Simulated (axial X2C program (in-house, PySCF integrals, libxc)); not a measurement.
# Testing model relations on F₂⁺

A bond curve at the CCSD(T) level, with spin–orbit coupling, was computed with an axial X2C code built on PySCF integrals (basis F dyall-av3z [7s6p3d2f] (cores contracted in-house)) for the state Ω = 3/2 (⟨Sz⟩ = 0.50, ⟨Lz⟩ = 1.00 at HF). Its fit gives Re = 1.3136 Å, ωe = 1108.7 cm⁻¹, ωexe = 8.88 cm⁻¹ and αe = 1.161e-02 cm⁻¹; the masses are 18.9984 and 18.9984 u. Two-component means X2C with spin–orbit coupling and atomic mean-field Coulomb and Gaunt terms.

Correlated methods: 13 electrons correlated (number of frozen shells: F 1 s), 195 virtual spin orbitals or spinors in MP2, 90 natural virtuals in coupled cluster.

Question: Find the reduced mass, Be and the force constant.

Answer: From the CCSD(T) values: μ = 9.4992 u. Be = 16.8576/(μ Re²) = 1.028 cm⁻¹. k = 5.8918×10⁻⁷ μ ωe² = 6.88 mdyn/Å.

Question: Where do the fundamental and the first overtone lie?

Answer: ν(1←0) = ωe − 2ωexe = 1090.9 cm⁻¹; ν(2←0) = 2ωe − 6ωexe = 2164.1 cm⁻¹.

Question: Estimate the centrifugal constant by the Kratzer relation.

Answer: D = 4Be³/ωe² = 3.54e-06 cm⁻¹.

Question: Estimate De from a Morse curve and compare with the computed well depth of 3.178 eV to F+ + F.

Answer: De(Morse) = ωe²/(4ωexe) = 4.291 eV against 3.178 eV computed, a ratio of 1.35. The extrapolation overshoots: the well softens faster than a Morse curve, or the lowest atomic limit lies below the one to which the curve heads.

Question: A Morse curve ties αe to the other constants (Pekeris). How well does that hold?

Answer: αe(Morse) = 6Be²/ωe × (√(ωexe/Be) − 1) = 1.110e-02 cm⁻¹; the CCSD(T) curve gives 1.161e-02 cm⁻¹, a ratio of 0.96.

The state is one determinant whose occupation by symmetry is held fixed; it was picked as the lowest of a PBE0 search that is not exhaustive. Dissociation energies refer to the lowest single-determinant-based atoms at the same level and basis. CCSD and (T) use frozen natural virtuals with an MP2 correction for the truncation; (T) itself is uncorrected, so its De runs slightly low. The levels of this run spread widely (ωe from 865 to 1299 cm⁻¹), so these constants depend on the method.
